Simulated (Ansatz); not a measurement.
Relaxation of AlFH4O (7 atoms, charge 0, multiplicity 1), to a largest force component of 0.03 eV/Å in at most 50 steps.

Level of theory: Ansatz, RKS PBE0-D4/def2-mTZVP.

```xyz
7
Properties=species:S:1:pos:R:3
Al -0.072 -0.244 0.013
O -0.053 -0.267 1.770
H -0.881 -0.406 2.239
H 1.353 -0.231 -0.661
H -1.469 -0.372 -0.725
F 0.136 2.460 0.993
H 0.224 1.918 1.742
```

Problem. Where does it end, and by what steps?

Solution. The forces met the threshold. After 18 steps the energy has fallen by 1.251 eV; H7 moved furthest, 1.11 Å. Parted: F6–H7 (0.93 → 2.34 Å). Joined: Al1–F6 (2.88 → 1.69 Å), O2–H7 (2.20 → 0.97 Å).

```json
{"step": "0", "energy less start (eV)": "0.0000", "largest force component (eV/Å)": "0.729", "accepted": "yes"}
{"step": "1", "energy less start (eV)": "-0.1153", "largest force component (eV/Å)": "0.542", "accepted": "yes"}
{"step": "2", "energy less start (eV)": "-0.2143", "largest force component (eV/Å)": "0.504", "accepted": "yes"}
{"step": "3", "energy less start (eV)": "-0.2980", "largest force component (eV/Å)": "0.775", "accepted": "yes"}
{"step": "4", "energy less start (eV)": "-0.3188", "largest force component (eV/Å)": "0.539", "accepted": "yes"}
{"step": "5", "energy less start (eV)": "-0.3425", "largest force component (eV/Å)": "0.240", "accepted": "yes"}
{"step": "6", "energy less start (eV)": "-0.3861", "largest force component (eV/Å)": "0.654", "accepted": "yes"}
{"step": "7", "energy less start (eV)": "-0.5028", "largest force component (eV/Å)": "2.137", "accepted": "yes"}
{"step": "8", "energy less start (eV)": "-0.7215", "largest force component (eV/Å)": "2.569", "accepted": "yes"}
{"step": "9", "energy less start (eV)": "-0.7613", "largest force component (eV/Å)": "3.453", "accepted": "yes"}
{"step": "10", "energy less start (eV)": "-1.1443", "largest force component (eV/Å)": "0.662", "accepted": "yes"}
{"step": "11", "energy less start (eV)": "-1.0873", "largest force component (eV/Å)": "1.684", "accepted": "no"}
{"step": "12", "energy less start (eV)": "-1.2233", "largest force component (eV/Å)": "0.345", "accepted": "yes"}
{"step": "13", "energy less start (eV)": "-1.1283", "largest force component (eV/Å)": "1.277", "accepted": "no"}
{"step": "14", "energy less start (eV)": "-1.2404", "largest force component (eV/Å)": "0.197", "accepted": "yes"}
{"step": "15", "energy less start (eV)": "-1.2488", "largest force component (eV/Å)": "0.071", "accepted": "yes"}
{"step": "16", "energy less start (eV)": "-1.2508", "largest force component (eV/Å)": "0.068", "accepted": "yes"}
{"step": "17", "energy less start (eV)": "-1.2510", "largest force component (eV/Å)": "0.033", "accepted": "yes"}
{"step": "18", "energy less start (eV)": "-1.2511", "largest force component (eV/Å)": "0.012", "accepted": "yes"}
```

```xyz
7
Properties=species:S:1:pos:R:3
Al 0.036 0.429 -0.093
O -0.026 0.078 1.886
H -0.860 -0.320 2.169
H 1.385 -0.231 -0.597
H -1.397 -0.152 -0.484
F 0.106 2.086 0.218
H -0.004 0.969 2.271
```

Whether the end is a true minimum wasn't checked by a vibrational analysis.

Time of the run: 25 s on 1 thread of Intel(R) Xeon(R) 6975P-C (Granite Rapids) (shared host), peak memory 0.15 GiB.
